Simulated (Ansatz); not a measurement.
```yaml
crystal:
  periodic: [false, false, false]
  atoms:
    - {symbol: F, position_ang: [-1.098635, 1.250323, 1.084610]}
    - {symbol: C, position_ang: [-0.237976, 0.812095, 0.148909]}
    - {symbol: C, position_ang: [0.628668, -0.374662, 0.456520]}
    - {symbol: C, position_ang: [-0.009378, -0.971883, -0.547053]}
    - {symbol: O, position_ang: [-0.914947, 0.020527, -0.865070]}
    - {symbol: H, position_ang: [1.452777, -0.281436, 1.115212]}
    - {symbol: H, position_ang: [1.452777, -0.581436, 1.115212]}
    - {symbol: H, position_ang: [0.032600, -1.885970, -1.124433]}
basis:
  gaussian: {orbitals: x2c-TZVPPall, final_grid: {core_spheres: 8, valence_spheres: 7, degree: 23}, point_charges: [{charge: 1.00, position_ang: [4.354, 0.075, 0.174]}]}
hamiltonian: {xc: {name: HF}}
correlation: {method: rpa}
accuracy: high
```

```sh
$ ansatz run in.yaml --threads 2 --pin off --events-out ev --progress --plain --max-ram 4352MiB
```

Shortened log:

```
Functional definition: HF
3352 factors; integrals over basis functions are off by at most 5.1e-9 eV
mean field evaluation 1: about -7860.8515 eV, gradient 3.5e1 eV
mean field evaluation 2: about -7861.0967 eV, gradient 3.5e1 eV
mean field evaluation 4: about -7864.1669 eV, gradient 6.0e0 eV
mean field evaluation 8: about -7864.2826 eV, gradient 7.5e-1 eV
mean field evaluation 16: about -7864.2886 eV, gradient 2.2e-8 eV
mean field -7864.28856513 eV, -289.0072741621 hartree, gradient 1.9e-8 eV, S^2 0.000000; 1 other end points of the search recorded, 0 dependent functions left out; unrestricted orbitals would lower it
5 core orbitals not correlated: weight in the atoms' cores, before any rotation towards them, 1.000 or more for the frozen orbitals, at most 0.000 for the correlated occupied ones
reference -7864.28856513 eV, -289.0072741621 hartree; 14, 14 occupied and 178, 178 virtual orbitals, 3352 factors
Total energy: -7894.55394492 eV, -290.1195063548 hartree
Relativity: scalar
```

In this input one atom was put on top of another. The run converged. The result belongs to that input, not to the molecule as meant.
